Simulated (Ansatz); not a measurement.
# C₂H₆B radical: small, medium and large basis sets

Aim: see how fast density functionals converge with the basis set for C₂H₆B radical.

Method: one geometry, several basis sets; program: Ansatz 0.2.0, Gaussian basis.

The runs, in order: PBE0-D4/def2-SVP; ωB97M-V/def2-SVP; PBE0-D4/def2-QZVPP; ωB97M-V/def2-QZVPP; the functionals' def2-TZVPP values are taken from earlier runs.

### Step 1. The relaxed structure

All runs share one geometry, relaxed beforehand with PBE0-D4 in a triple-zeta def2 set.

9 atoms, charge 0, spin multiplicity 2.

Atoms are counted from 1 here; the program's logs count them from 0.

Bond lengths: B1–C2 1.537 Å, B1–H4 1.197 Å, C2–C3 1.524 Å, C2–H5 1.103 Å, C2–H6 1.103 Å, C3–H7 1.093 Å, C3–H8 1.092 Å, C3–H9 1.092 Å. Angles: C2–B1–H4 127.6°, B1–C2–C3 119.1°, B1–C2–H5 105.7°, B1–C2–H6 105.7°, C3–C2–H5 110.9°, C3–C2–H6 110.9°, H5–C2–H6 103.0°, C2–C3–H7 111.8°, C2–C3–H8 110.9°, C2–C3–H9 110.9°, H7–C3–H8 107.9°, H7–C3–H9 107.9°, H8–C3–H9 107.2°.

### Step 2. PBE0-D4 in def2-SVP

Input file in.yaml:

```yaml
crystal:
  periodic: [false, false, false]
  atoms:
    - {symbol: B, position_ang: [-1.415273, 0.517265, -0.623576]}
    - {symbol: C, position_ang: [0.077538, 0.346918, -0.300611]}
    - {symbol: C, position_ang: [0.504747, -0.731530, 0.688582]}
    - {symbol: H, position_ang: [-1.915586, 1.307188, -1.370259]}
    - {symbol: H, position_ang: [0.580738, 0.211019, -1.273220]}
    - {symbol: H, position_ang: [0.428610, 1.341244, 0.024529]}
    - {symbol: H, position_ang: [1.588346, -0.746241, 0.828802]}
    - {symbol: H, position_ang: [0.197329, -1.721039, 0.344082]}
    - {symbol: H, position_ang: [0.042154, -0.571025, 1.664571]}
basis:
  gaussian: {orbitals: def2-SVP}
magnetization: {spin_polarized: true, initial_magnetization: 1}
hamiltonian: {xc: pbe0, dispersion: d4}
output: {orbitals: {seedname: orbitals}}
```

After this run come: ωB97M-V in def2-SVP; PBE0-D4 in def2-QZVPP; ωB97M-V in def2-QZVPP.

**Question.** What will the summary of the whole plan be? Wanted: PBE0-D4: double and triple zeta above quadruple; ωB97M-V: double and triple zeta above quadruple.

**Answer**, as computed:

```
                                       quantity          value
PBE0-D4: double and triple zeta above quadruple  3.25, 0.17 eV
ωB97M-V: double and triple zeta above quadruple  3.48, 0.17 eV
```

For PBE0-D4 the step from double to triple zeta gains 3.08 eV and the next only 0.17 eV. Total energies overstate the basis error of differences, where much of it tends to cancel.
